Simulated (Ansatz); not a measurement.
`[C-]#[N+]C(F)(F)F`. Charge 0, multiplicity 1.

Cartesian coordinates in Å:
```
C -1.6976 0.4619 -1.2112
N -0.7684 0.2090 -0.5483
C 0.3456 -0.0940 0.2466
F 0.9069 1.0207 0.6862
F 1.2365 -0.7718 -0.4590
F -0.0230 -0.8257 1.2857
```

Problem. List the harmonic frequencies (cm⁻¹, unscaled) at PBE0-D4/def2-TZVP in Ansatz. (Estimate.)

Solution. Computed: 151, 151, 447, 447, 564, 628, 628, 855, 1226, 1255, 1255, 2232.

Problem. Is this a minimum?

Solution. Yes, all 12 modes are real.

Problem. Give the ideal-gas thermochemistry at 298.15 K and 1 bar (rigid rotor, harmonic oscillator; point group C3v, symmetry number 3).

Solution. Zero-point energy 58.8 kJ/mol; H(298) − E = 75.0 kJ/mol; entropy 301.3 J/(mol·K), of which translation 165.7, rotation 100.0, vibration 35.7; G(298) − E = -14.8 kJ/mol.

Problem. And at 400, 500, 600, 800 and 1000 K?

Solution. 
```csv
T (K),H − E (kJ/mol),S (J/mol/K),G − E (kJ/mol)
400,83.6,326.0,-46.8
500,93.1,347.1,-80.4
600,103.3,365.7,-116.1
800,125.3,397.3,-192.5
1000,148.8,423.4,-274.7
```
